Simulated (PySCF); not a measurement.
# UHF/6-311++G(2d,2p) run of SiH2SF (SMILES F[SiH2][S])

Aim: the vertical ionisation energy of SiH2SF at UHF/6-311++G(2d,2p), from 2 runs. The job is set up through a Python script.

The calculation is run with PySCF 2.14.0.

## (1) The system as given

The species is SiH2SF (5 atoms), meant as a doublet with charge 0. As SMILES, `F[SiH2][S]`. The shape is that of a PBE0-D4/def2-TZVP optimisation.

Bond lengths: F1–Si2 1.596 Å, Si2–S3 2.099 Å, Si2–H4 1.482 Å, Si2–H5 1.482 Å. Angles: F1–Si2–S3 114.0°, F1–Si2–H4 107.4°, F1–Si2–H5 107.4°, S3–Si2–H4 107.4°, S3–Si2–H5 107.4°, H4–Si2–H5 113.3°.

## (2) A single-point energy at UHF/6-311++G(2d,2p)

Contents of run.py:

```python
from pyscf import gto, scf

mol = gto.M(
    atom='''
F     -0.612838    -0.044031     2.995972
Si     0.162516    -0.153068     0.084093
S     -2.169406     2.005566    -2.288458
H     -0.044409    -2.821550    -0.738883
H      2.758433     0.874187    -0.130958
''',
    verbose=3,
    basis='6-311++g(2d,2p)',
    max_memory=1860,
    charge=0,
    unit='bohr',
    spin=1,
)

hf = scf.UHF(mol)
hf.conv_tol = 1e-10
hf.kernel()
if not hf.converged:
    hf = hf.newton().run(hf.mo_coeff, hf.mo_occ)

energy = hf.e_tot
print('E = %.10f Eh' % energy)
```

Launch:

```bash
OMP_NUM_THREADS=1 python run.py
```

The program printed:

```text
converged SCF energy = -787.187657071368  <S^2> = 0.76103624  2S+1 = 2.011006
E = -787.1876570714 Eh
```

Wall time 4.2 s (1 thread of Arm Neoverse V2, shared host); peak memory 0.29 GiB.

## (3) The singlet cation

Contents of input.py:

```python
from pyscf import gto

molecule = gto.M(
    atom='''
F   -0.324300  -0.023300   1.585400
Si   0.086000  -0.081000   0.044500
S   -1.148000   1.061300  -1.211000
H   -0.023500  -1.493100  -0.391000
H    1.459700   0.462600  -0.069300
''',
    verbose=4,
    basis='6-311++g(2d,2p)',
    charge=1,
    max_memory=1860,
)

myscf = molecule.RHF()
myscf.conv_tol = 1e-10
myscf.kernel()
if not myscf.converged:
    myscf = myscf.newton().run(myscf.mo_coeff, myscf.mo_occ)

e_tot = myscf.e_tot
print('E = %.10f Eh' % e_tot)
```

Launch:

```bash
OMP_NUM_THREADS=1 python input.py
```

The program printed:

```text
PySCF version 2.14.0

[INPUT] num. atoms = 5
[INPUT] num. electrons = 40
[INPUT] charge = 1
[INPUT] spin (= nelec alpha-beta = 2S) = 0
[INPUT] symmetry False subgroup None
[INPUT] Mole.unit = angstrom
[INPUT] Symbol           X                Y                Z      unit          X                Y                Z       unit  Magmom
[INPUT]  1 F     -0.324300000000  -0.023300000000   1.585400000000 AA   -0.612838182196  -0.044030618702   2.995971797885 Bohr   0.0
[INPUT]  2 Si     0.086000000000  -0.081000000000   0.044500000000 AA    0.162516446713  -0.153067816090   0.084092812543 Bohr   0.0
[INPUT]  3 S     -1.148000000000   1.061300000000  -1.211000000000 AA   -2.169405591001   2.005566336001  -2.288458336848 Bohr   0.0
[INPUT]  4 H     -0.023500000000  -1.493100000000  -0.391000000000 AA   -0.044408563927  -2.821550076588  -0.738882914705 Bohr   0.0
[INPUT]  5 H      1.459700000000   0.462600000000  -0.069300000000 AA    2.758433224028   0.874187305224  -0.130958020432 Bohr   0.0

nuclear repulsion = 142.643701804026
number of shells = 53
number of NR pGTOs = 172
number of NR cGTOs = 117
basis = 6-311++g(2d,2p)
ecp = {}

******** <class 'pyscf.scf.hf.RHF'> ********
method = RHF
initial guess = minao
damping factor = 0
level_shift factor = 0
DIIS = <class 'pyscf.scf.diis.CDIIS'>
diis_start_cycle = 1
diis_space = 8
diis_damp = 0
SCF conv_tol = 1e-10
SCF conv_tol_grad = None
SCF max_cycles = 50
direct_scf = True
direct_scf_tol = 1e-13
Set gradient conv threshold to 1e-05
Initial guess from minao.
init E= -787.047751248896
  HOMO = -0.318260183807912  LUMO = -0.287000662257148  gap/eV = 0.85061
cycle= 1 E= -786.642613544478  delta_E= 0.405  |g|= 0.61  |ddm|= 1.86
  HOMO = -0.730980600182732  LUMO = -0.440969028458269  gap/eV = 7.89162
cycle= 2 E= -786.741141415939  delta_E= -0.0985  |g|= 0.365  |ddm|= 0.732
  HOMO = -0.7107527922779  LUMO = -0.395934625381301  gap/eV = 8.56664
cycle= 3 E= -786.764320596422  delta_E= -0.0232  |g|= 0.0761  |ddm|= 0.208
  HOMO = -0.704437277455514  LUMO = -0.373140409587776  gap/eV = 9.01505
cycle= 4 E= -786.768144268172  delta_E= -0.00382  |g|= 0.0288  |ddm|= 0.119
  HOMO = -0.708590709464982  LUMO = -0.3696228593695  gap/eV = 9.22379
cycle= 5 E= -786.76921199233  delta_E= -0.00107  |g|= 0.0105  |ddm|= 0.0725
  HOMO = -0.711074525569747  LUMO = -0.370161343043904  gap/eV = 9.27672
cycle= 6 E= -786.769407303264  delta_E= -0.000195  |g|= 0.00319  |ddm|= 0.0349
  HOMO = -0.711535967054093  LUMO = -0.370085163586651  gap/eV = 9.29135
cycle= 7 E= -786.769422878118  delta_E= -1.56e-05  |g|= 0.0007  |ddm|= 0.0111
  HOMO = -0.71162956151083  LUMO = -0.370080997198315  gap/eV = 9.29401
cycle= 8 E= -786.769423328537  delta_E= -4.5e-07  |g|= 0.000163  |ddm|= 0.00201
  HOMO = -0.711605710203104  LUMO = -0.37006373775904  gap/eV = 9.29383
cycle= 9 E= -786.76942335044  delta_E= -2.19e-08  |g|= 4.76e-05  |ddm|= 0.000386
  HOMO = -0.711605380517888  LUMO = -0.37006548811911  gap/eV = 9.29377
cycle= 10 E= -786.769423352439  delta_E= -2e-09  |g|= 1.09e-05  |ddm|= 0.000128
  HOMO = -0.711603528655031  LUMO = -0.370064980555512  gap/eV = 9.29374
cycle= 11 E= -786.76942335252  delta_E= -8.06e-11  |g|= 2.45e-06  |ddm|= 2.66e-05
  HOMO = -0.711604135068917  LUMO = -0.370065309917436  gap/eV = 9.29374
Extra cycle  E= -786.769423352524  delta_E= -3.52e-12  |g|= 1.12e-06  |ddm|= 3.79e-06
converged SCF energy = -786.769423352524
E = -786.7694233525 Eh
```

Wall time 2.6 s (1 thread of Arm Neoverse V2, shared host); peak memory 0.3 GiB.

## (4) What came out

Level: UHF/6-311++G(2d,2p).

| quantity | value |
| --- | --- |
| doublet SiH2SF: total energy | -787.18766 Eh |
| doublet SiH2SF: dipole moment | 1.34 D |
| doublet SiH2SF: HOMO energy (highest over α and β) | -10.72 eV |
| doublet SiH2SF: LUMO energy (lowest over α and β) | -0.61 eV |
| doublet SiH2SF: ⟨S²⟩ | 0.761 |
| singlet cation: total energy | -786.76942 Eh |
| singlet cation: HOMO energy | -19.36 eV |
| singlet cation: LUMO energy | -10.07 eV |
| singlet cation: HOMO–LUMO gap | 9.29 eV |
| vertical ionisation energy (to the singlet cation) | 11.381 eV |

**Reading.** The vertical ionisation energy comes to 11.38 eV (1098 kJ/mol). Only the singlet of the ionised species was computed; a triplet could lie lower. Mulliken charges (singlet cation) run from -0.51 on F1 to +1.02 on Si2; in a basis this large or diffuse they mean little.
